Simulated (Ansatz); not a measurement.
Compare A (`ClC1CCO1`) with its isomer B (`CO/C=C/Cl`).

Program: Ansatz. Geometries: PBE0-D4/def2-TZVP. ΔE: electronic, gas phase. CCSD(T)/CBS adds triple-zeta CCSD(T) − MP2 to the extrapolated MP2 energy (def2 sets, frozen cores). DFT in def2-TZVPP. B3LYP here is the variant with VWN-RPA as its local correlation; programs differ in this. Each species was taken in one conformer, which may not be the lowest.

(1) Which is lower in electronic energy at CCSD(T)/CBS, and by how much? (Estimate.)

(2) Give E(B) − E(A) in kcal/mol with HF/def2-TZVPP, CCSD(T)/def2-TZVPP, PBE-D4, r2SCAN-D4, B3LYP-D4, PBE0-D4, CCSD/def2-TZVPP. (An estimate is asked.)

Largest T1 diagnostic: 0.012.

Answers

(1) The calculation gave: A, by 5.1 kcal/mol.

(2) Ansatz gave: HF/def2-TZVPP 1.7, CCSD(T)/def2-TZVPP 5.2, PBE-D4 5.0, r2SCAN-D4 4.5, B3LYP-D4 1.8, PBE0-D4 6.7, CCSD/def2-TZVPP 5.3. None reverses the order clearly.

From PBE to PBE0 (25 % exact exchange), in def2-TZVPP and without D4, E(B) − E(A) moves by +1.8 kcal/mol. The D4 term adds +1.0 kcal/mol with B3LYP and +0.5 kcal/mol with PBE0; it sums over pairs of atoms, weighted by their polarisabilities, and B3LYP, whose exchange is more repulsive, gets the larger term.
